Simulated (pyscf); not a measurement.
`[SiH3][O][SiH3]` + `[FH]` → `[F][SiH3]` + `[OH][SiH3]` (four-centre exchange; singlet surface; O–Si, F–H broken, F–Si, H–O formed). Structures and frequencies: ωB97X-D3(BJ)/def2-SVP in PySCF. Rate constants from transition-state theory, ωB97M-D3(BJ)/def2-TZVP energies (ideal gas, 1 atm, RRHO with modes under 100 cm⁻¹ raised to 100, one conformer, R ln 2 for rigid chiral ones; no tunnelling), k in cm³ molecule⁻¹ s⁻¹.

| T (K) | 1000/T | log10 k |
|---|---|---|
| 298 | 3.354 | -27.12 |
| 600 | 1.667 | -20.23 |
| 900 | 1.111 | -17.85 |
| 1200 | 0.833 | ? |

Q: Fit an Arrhenius line to the three values, give the activation energy, and predict k at 1200 K.

A: Least squares gives log10 k = -13.31 − 4.12 × 1000/T, so Ea = 4.12 × ln 10 × 1.987 = 18.9 kcal/mol, against an electronic barrier of 17.8. At 1200 K the line gives -16.74; the computed value is -16.55 (ΔG‡ = 61.3 kcal/mol), a factor 1.6 over the line, since the plot is curved. On the reactant side the descent ends in a complex, 5.9 kcal/mol under the separated species and 24.3 kcal/mol under the saddle at ωB97X-D3(BJ)/def2-TZVP. On the product side the descent ends in a complex (not fully relaxed), 4.1 kcal/mol under the separated species and 27.5 kcal/mol under the saddle at ωB97X-D3(BJ)/def2-TZVP. One saddle was located; it need not be the lowest between these sides.
